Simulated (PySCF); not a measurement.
Gas-phase reaction: 2 AlCl2 ⇌ AlCl + AlCl3

Computed with PySCF (xtb for GFN2) and rigid-rotor harmonic-oscillator thermochemistry at 1 bar. Table values come from the NASA 1993 polynomials. After a fit of one offset per element over all species, the range-separated, M06-2X, PBE0/def2-QZVP and CCSD(T)/def2-TZVPP enthalpies, where run, lie to one side of the table for AlCl2 (+44 kJ/mol), AlCl (-22 kJ/mol): a fault of the table's entry, another state or a shared error of the levels is possible; this was not checked at source. † marks an energy on the PBE0/def2-TZVP geometry and frequencies; other levels use their own. CCSD(T) freezes the core. 6-31G* has spherical d functions here. Open shells (unrestricted): AlCl2 (multiplicity 2); the rest are closed-shell singlets. GFN2 has no spin-polarisation term. For this reaction the table lies outside the span of B3LYP, CCSD(T), M06-2X, MP2, PBE0, r2SCAN, ωB97M-V, ωB97X-V in their largest bases here; which side is off was not settled. CCSD(T) isn't extrapolated to the basis-set limit. The table's entry may be an old estimate for AlCl2, AlCl, AlCl3 (not checked at source).

| level | ΔH°(298 K), kJ |
|---|---|
| table | -75.4 |
| CCSD(T)/def2-SVP† | -197.8 |
| GFN2-xTB | … |
| HF/6-31G* | -123.4 |
| HF/def2-TZVP† | … |
| M06-2X/def2-TZVP† | -171.5 |
| PBE0/def2-SVP† | … |
| r2SCAN/def2-TZVP† | -147.0 |
| LDA/def2-TZVP† | … |
| ωB97M-V/def2-TZVP† | -209.3 |

Problem. Some entries are withheld; supply them.

Solution. 
- GFN2-xTB, ΔH°(298 K), kJ: -115.1
- HF/def2-TZVP†, ΔH°(298 K), kJ: -122.3
- PBE0/def2-SVP†, ΔH°(298 K), kJ: -169.3
- LDA/def2-TZVP†, ΔH°(298 K), kJ: -178.0
